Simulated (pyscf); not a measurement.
**Four-centre exchange: `[NH2][B]([Cl])[Cl]` + `[SiH4]` → `[NH2][SiH3]` + `[Cl][BH][Cl]`**

Gas phase, singlet surface, charge 0. Bonds broken: N1–B2, Si7–H8. Bonds formed: N1–Si7, B2–H8. Optimised with ωB97X-D3(BJ)/def2-SVP in PySCF.

Transition state (Å):

```xyz
11

N     -1.2025     0.0023     1.0884
B     -1.7044    -0.3783    -0.2883
Cl    -1.3036    -2.0668    -0.7884
Cl    -3.3509     0.2489    -0.6850
H     -0.7854    -0.7674     1.6085
H     -1.8875     0.4894     1.6634
Si     0.0922     1.1927    -0.1749
H     -0.9113     0.3616    -1.1322
H     -0.4733     2.3835     0.5083
H      0.6732     1.7606    -1.4486
H      1.2258     0.4375     0.4158
```

One imaginary mode, 216i cm⁻¹; descent along it reached the two sides named, in the forms told below.

```tsv
bond	change	reactant side (Å)	saddle	product side
N1–B2	breaks	1.392	1.514	1.623
Si7–H8	breaks	1.489	1.617	3.1
N1–Si7	forms	3.3	2.165	1.832
B2–H8	forms	3.1	1.374	1.211
```

Electronic energies relative to the separated reactants (eV):

```
level                   barrier  reaction energy  reverse barrier
----------------------  -------  ---------------  ---------------
ωB97X-D3(BJ)/def2-TZVP     0.85            +0.87            -0.02
PBE/def2-TZVP              0.93            +0.91             0.02
r²SCAN/def2-TZVP           0.92            +0.91             0.02
B3LYP-D3(BJ)/def2-TZVP     1.01            +0.89             0.12
PBE0-D3(BJ)/def2-TZVP      0.81            +0.92            -0.11
M06-2X/def2-TZVP           0.92            +0.85             0.07
ωB97M-D3(BJ)/def2-TZVP     0.95            +0.89             0.06
HF/def2-TZVP               1.66            +0.83             0.82
```

With ωB97M-D3(BJ)/def2-TZVP energies and thermal terms (ideal gas, 1 atm, RRHO with modes under 100 cm⁻¹ raised to 100, one conformer, R ln 2 for chiral ones without a mode under 150 cm⁻¹), in eV:

```tsv
T (K)	ΔH‡	ΔG‡	ΔH	ΔG
298	1.02	1.49	+0.89	+0.79
600	1.02	1.97	+0.89	+0.69
900	1.03	2.44	+0.89	+0.58
1200	1.05	2.90	+0.89	+0.48
```

On the product side the descent ends in an adduct with a B–N contact (not fully relaxed), 1.12 eV under the separated species and 1.10 eV under the saddle at ωB97X-D3(BJ)/def2-TZVP. At ωB97X-D3(BJ)/def2-TZVP, PBE0-D3(BJ) the saddle lies under the separated products, which points to a path from their complex (located at ωB97X-D3(BJ) alone), and parting the products costs more than the saddle. What is counted as broken (B–N) persists as a longer contact in the product adduct; parting that adduct is a step of its own. One saddle was located; it need not be the lowest between these sides.
